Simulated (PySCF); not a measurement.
Compound: C₆H₁₀.
Atom-mapped SMILES: `[CH2:1]=[C:2]([CH3:3])/[CH:4]=[CH:5]\[CH3:6]` (hydrogens: H7, H8 on C1; H9, H10, H11 on C3; H12 on C4; H13 on C5; H14, H15, H16 on C6)

The same species was optimised twice, with GFN2-xTB and with PBE0-D3(BJ)/def2-SVP (PySCF), and the same property calculations (PySCF, gas phase) were run on both structures.

```json
{"coordinate": "C1=C2 (Å)", "GFN2-xTB": "1.335", "PBE0-D3(BJ)/def2-SVP": "1.347", "change": "+0.012"}
{"coordinate": "C4=C5 (Å)", "GFN2-xTB": "1.335", "PBE0-D3(BJ)/def2-SVP": "1.347", "change": "+0.012"}
{"coordinate": "C2–C4 (Å)", "GFN2-xTB": "1.457", "PBE0-D3(BJ)/def2-SVP": "1.466", "change": "+0.009"}
{"coordinate": "C5–C6 (Å)", "GFN2-xTB": "1.496", "PBE0-D3(BJ)/def2-SVP": "1.499", "change": "+0.003"}
{"coordinate": "C2–C3 (Å)", "GFN2-xTB": "1.500", "PBE0-D3(BJ)/def2-SVP": "1.502", "change": "+0.002"}
{"coordinate": "C4–C5–C6 (°)", "GFN2-xTB": "129.6", "PBE0-D3(BJ)/def2-SVP": "130.4", "change": "+0.8"}
{"coordinate": "C1–C2–C4 (°)", "GFN2-xTB": "118.8", "PBE0-D3(BJ)/def2-SVP": "118.5", "change": "-0.3"}
{"coordinate": "C3–C2–C4 (°)", "GFN2-xTB": "121.0", "PBE0-D3(BJ)/def2-SVP": "121.2", "change": "+0.2"}
{"coordinate": "C1–C2–C3 (°)", "GFN2-xTB": "120.2", "PBE0-D3(BJ)/def2-SVP": "120.3", "change": "+0.1"}
{"coordinate": "C2–C4–C5 (°)", "GFN2-xTB": "131.4", "PBE0-D3(BJ)/def2-SVP": "131.3", "change": "-0.1"}
{"coordinate": "C1–C2–C4–C5 (°)", "GFN2-xTB": "176", "PBE0-D3(BJ)/def2-SVP": "179", "change": "+3"}
```

Rotational constants: A = 6725, B = 2431, C = 1828 MHz (GFN2-xTB) against A = 6657, B = 2386, C = 1796 MHz (PBE0-D3(BJ)/def2-SVP).

On the GFN2-xTB structure: lowest singlet, TDDFT (eV) 5.68 [wB97X-D/def2-SVPD]; lowest triplet, Tamm–Dancoff (eV) 3.27 [wB97X-D/def2-SVPD]; isotropic polarisability (au) 77.6 [wB97X-D/def2-SVPD]; HOMO (eV) -8.14 [wB97X-D/def2-SVPD]; LUMO (eV) 1.14 [wB97X-D/def2-SVPD]; dipole (D) 0.72 [wB97X-D/def2-SVPD]; HOMO (eV) -6.37 [PBE0/pcSseg-1]; LUMO (eV) -0.55 [PBE0/pcSseg-1]; dipole (D) 0.73 [PBE0/pcSseg-1]; GIAO shielding of C1 (ppm) 62.1 [PBE0/pcSseg-1]; GIAO shielding of C2 (ppm) 35.3 [PBE0/pcSseg-1]; GIAO shielding of C3 (ppm) 161.5 [PBE0/pcSseg-1]; GIAO shielding of C4 (ppm) 46.1 [PBE0/pcSseg-1]; GIAO shielding of C5 (ppm) 54.6 [PBE0/pcSseg-1]; GIAO shielding of C6 (ppm) 169.9 [PBE0/pcSseg-1].

What do these properties become on the PBE0-D3(BJ)/def2-SVP structure?

```tsv
property	level	on GFN2-xTB	on PBE0-D3(BJ)/def2-SVP	change
lowest singlet, TDDFT (eV)	wB97X-D/def2-SVPD	5.68	5.61	-0.07
lowest triplet, Tamm–Dancoff (eV)	wB97X-D/def2-SVPD	3.27	3.19	-0.08
isotropic polarisability (au)	wB97X-D/def2-SVPD	77.6	79.5	+1.9
HOMO (eV)	wB97X-D/def2-SVPD	-8.14	-8.12	+0.02
LUMO (eV)	wB97X-D/def2-SVPD	1.14	1.07	-0.07
dipole (D)	wB97X-D/def2-SVPD	0.72	0.74	+0.02
energy, GFN2-xTB geometry as zero (kcal/mol)	wB97X-D/def2-SVPD	0.0	-1.0	-1.0
HOMO (eV)	PBE0/pcSseg-1	-6.37	-6.35	+0.02
LUMO (eV)	PBE0/pcSseg-1	-0.55	-0.62	-0.07
dipole (D)	PBE0/pcSseg-1	0.73	0.74	+0.01
energy, GFN2-xTB geometry as zero (kcal/mol)	PBE0/pcSseg-1	0.0	-0.5	-0.5
GIAO shielding of C1 (ppm)	PBE0/pcSseg-1	62.1	58.6	-3.5
GIAO shielding of C2 (ppm)	PBE0/pcSseg-1	35.3	33.0	-2.3
GIAO shielding of C3 (ppm)	PBE0/pcSseg-1	161.5	159.7	-1.8
GIAO shielding of C4 (ppm)	PBE0/pcSseg-1	46.1	43.1	-3.0
GIAO shielding of C5 (ppm)	PBE0/pcSseg-1	54.6	52.2	-2.4
GIAO shielding of C6 (ppm)	PBE0/pcSseg-1	169.9	168.1	-1.8
```

The heavy atoms differ by 0.033 Å rms after alignment. Among bonds between heavy atoms C1=C2 and C4=C5 change most and about equally (+0.012 Å). Changes are differences of the printed values. Neither structure is proved a minimum here.

Shape of the structure used: `[CH2:1]=[C:2]([CH3:3])/[CH:4]=[CH:5]\[CH3:6]`: C1–C2–C4–C5 179°.

The pairwise dispersion term of wB97X-D wasn't added to the energies; at a given geometry it leaves orbitals and properties as they are.
